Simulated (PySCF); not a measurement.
# S₃, singlet: molecular constants

All numbers come from PBE0 in PySCF with S def2-TZVP; no relativity; density-fitted integrals.

The structure is a minimum.

| Property | Result |
| --- | --- |
| Point group | C2v |
| Bond lengths | S–S 1.905 Å (×2) |
| Bond angles | S–S–S 118.1° |
| Heat capacity Cp at 298.15 K | 47.8 J/(mol K) |
| Rotational constants | 0.8232, 0.09886, 0.08826 cm⁻¹ |
| Lowest empty level | -4.30 eV |
| Principal polarisabilities | 29.8, 40.2, 98.5 bohr³ |
| Enthalpy at 298.15 K above 0 K | 11.76 kJ/mol |
| Atomisation energy without zero-point energy | 694 kJ/mol |
| Highest occupied level | -7.57 eV |
| Zero-point energy | 9.8 kJ/mol |
| Rotational symmetry number | 2 |
| Principal quadrupole moments (Buckingham, traceless) about the centre of mass | -0.96, -0.79, 1.75 D Å |
| Entropy at 298.15 K and 1 bar | 273.7 J/(mol K) |
| Dipole moment | 0.50 D |

Harmonic modes (masses in u: S 31.972):
```json
{"symmetry": "a1", "ω (cm⁻¹)": "271", "IR (km/mol)": "1.1", "μ (u)": "31.97", "type": "bend"}
{"symmetry": "a1", "ω (cm⁻¹)": "630", "IR (km/mol)": "3.0", "μ (u)": "31.97", "type": "stretch"}
{"symmetry": "b2", "ω (cm⁻¹)": "731", "IR (km/mol)": "140", "μ (u)": "31.97", "type": "stretch"}
```

In C2v the vibrations span 2a1 + b2. Here b1 is antisymmetric to the molecular plane and b2 lies in it.

Charges (e):
```tsv
atom	Mulliken	Löwdin	polar tensor	Mayer order to S1
S1	0.25	0.13	0.69	–
S2,3	-0.12	-0.07	-0.34	1.74
```
Other Mayer orders above 0.3: S–S 0.44.

Mulliken populations on S1: s 5.80, p 9.55, d 0.38, f 0.02.

Outer orbital energies (eV). occupied: -20.83, -16.40, -12.18, -11.58, -11.43, -8.03, -7.65, -7.57; empty: -4.30, -0.80, 0.48, 4.12.

This need not be the most stable arrangement of these atoms.

The final relaxation and frequency run took 19 s on 2 threads of a shared Arm Neoverse V2 host, with 111 basis functions and 8 gradients; the process peaked at 1 GiB. Launch command: `OMP_NUM_THREADS=2 python axn.py task.json out`.
